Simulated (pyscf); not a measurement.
Four-centre exchange: H₃C–CH₂–Cd–CH₂–CH₃ (SMILES C[CH2][Cd][CH2]C) + H₂ (SMILES [H][H]) → H₃C–CH₂–CdH (SMILES C[CH2][CdH]) + H₃C–CH₃ (SMILES CC)

Gas phase, singlet surface, charge 0. Bonds broken: Cd1–C2, H16–H17. Bonds formed: Cd1–H16, C2–H17. PySCF, gas phase, ωB97X-D3(BJ)/def2-SVP geometries.

Transition state (Å):

```xyz
17

Cd    -0.5343     0.3755     1.2594
C      0.0224    -1.7258     0.2480
C      1.2874    -1.4980    -0.5835
C     -1.3978     2.2806     0.9549
C     -1.8421     2.5598    -0.4848
H      0.0706    -2.6999     0.7690
H     -0.8797    -1.7895    -0.3860
H      1.5477    -2.3620    -1.2198
H      2.1633    -1.3060     0.0629
H      1.1864    -0.6266    -1.2532
H     -2.2522     2.3646     1.6471
H     -0.6659     3.0337     1.2899
H     -0.9993     2.5094    -1.1937
H     -2.2887     3.5653    -0.5843
H     -2.5968     1.8348    -0.8310
H      0.4499    -0.7365     2.6132
H      0.2449    -1.2162     1.6660
```

One imaginary mode, 1720i cm⁻¹; descent along it reached the two sides named.

```csv
bond,change,reactant side (Å),saddle,product side
Cd1–C2,breaks,2.126,2.398,3.4
H16–H17,breaks,0.761,1.081,2.9
Cd1–H16,forms,3.0,2.009,1.681
C2–H17,forms,3.7,1.523,1.102
```

Electronic energies relative to the separated reactants (kcal/mol):

```tsv
level	barrier	reaction energy	reverse barrier
ωB97X-D3(BJ)/def2-TZVP	45.0	-14.7	59.7
PBE/def2-TZVP	41.5	-15.1	56.6
r²SCAN/def2-TZVP	41.9	-15.2	57.2
B3LYP-D3(BJ)/def2-TZVP	45.0	-15.4	60.3
PBE0-D3(BJ)/def2-TZVP	41.7	-15.6	57.3
M06-2X/def2-TZVP	44.6	-14.3	58.9
ωB97M-D3(BJ)/def2-TZVP	44.3	-16.8	61.1
HF/def2-TZVP	54.7	-23.6	78.3
```

With ωB97M-D3(BJ)/def2-TZVP energies and thermal terms (ideal gas, 1 atm, RRHO with modes under 100 cm⁻¹ raised to 100, one conformer, R ln 2 for chiral ones without a mode under 150 cm⁻¹), in kcal/mol:

```
T (K)   ΔH‡   ΔG‡     ΔH     ΔG
-----  ----  ----  -----  -----
298    44.1  51.7  -14.3  -16.5
600    43.4  59.7  -15.8  -18.0
900    43.3  67.9  -16.9  -18.9
1200   43.6  76.0  -17.6  -19.5
```

At the saddle there is also a short Cd–H contact that neither side keeps. This is the saddle that the search found; another between the same sides may lie lower. Elements past Kr carry the def2 core potentials, without spin-orbit coupling.
